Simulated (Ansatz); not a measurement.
Geometry optimisation, Ansatz, RKS B3LYP/STO-3G.

The input (input.yaml):

```yaml
crystal:
  periodic: [false, false, false]
  atoms:
    - { symbol: C, position_ang: [-0.8377, -1.5371, 0.2831] }
    - { symbol: C, position_ang: [0.3543, -0.6572, 0.0115] }
    - { symbol: C, position_ang: [1.36147, -0.63805, 1.16523] }
    - { symbol: "N", position_ang: [2.55774, 0.24368, 0.79968] }
    - { symbol: F, position_ang: [0.81264, -0.17205, 2.28357] }
    - { symbol: F, position_ang: [1.86729, -1.87188, 1.38255] }
    - { symbol: H, position_ang: [-0.5833, -2.5367, 0.4378] }
    - { symbol: H, position_ang: [-1.5339, -1.4339, -0.5871] }
    - { symbol: H, position_ang: [-1.4154, -1.1233, 1.2023] }
    - { symbol: H, position_ang: [-0.00574, 0.33858, -0.19185] }
    - { symbol: H, position_ang: [0.82494, -1.0471, -0.91469] }
    - { symbol: H, position_ang: [3.06893, 0.21981, 1.69528] }
    - { symbol: H, position_ang: [3.08849, -0.33484, 0.24738] }
basis:
  gaussian: { orbitals: STO-3G }
hamiltonian:
  xc: b3lyp
relax:
  f_tol: 0.015
  max_steps: 40
output:
  orbitals: {}
```

Run as:

```bash
$ ansatz run input.yaml --threads 1 --pin off --max-ram 2048MiB --backend cpu --events-out ev --progress --plain --runs-dir out
```

Problem. Where does it end, and by what steps?

Solution. The forces met the threshold. Limits of this set-up: minimal basis. After 8 steps the energy has fallen by 0.926 eV; H13 moved furthest, 0.27 Å.

```tsv
step	energy less start (eV)	largest force component (eV/Å)	accepted
0	0.0000	4.041	yes
1	-0.8721	0.980	yes
2	-0.9166	0.279	yes
3	-0.9202	0.127	yes
4	-0.9225	0.104	yes
5	-0.9243	0.256	yes
6	-0.9259	0.055	yes
7	-0.9260	0.021	yes
8	-0.9261	0.007	yes
```

```xyz
13
Properties=species:S:1:pos:R:3
C -0.890 -1.524 0.270
C 0.361 -0.652 -0.027
C 1.367 -0.642 1.207
N 2.546 0.287 0.888
F 0.742 -0.148 2.360
F 1.799 -1.955 1.500
H -0.594 -2.565 0.472
H -1.578 -1.516 -0.589
H -1.425 -1.138 1.151
H 0.070 0.392 -0.231
H 0.897 -1.038 -0.911
H 3.241 0.114 1.673
H 3.024 -0.165 0.054
```

Whether the end is a true minimum wasn't checked by a vibrational analysis.

Time of the run: 30 s on 1 thread of Arm Neoverse V1, with other jobs on the host, peak memory 0.12 GiB.
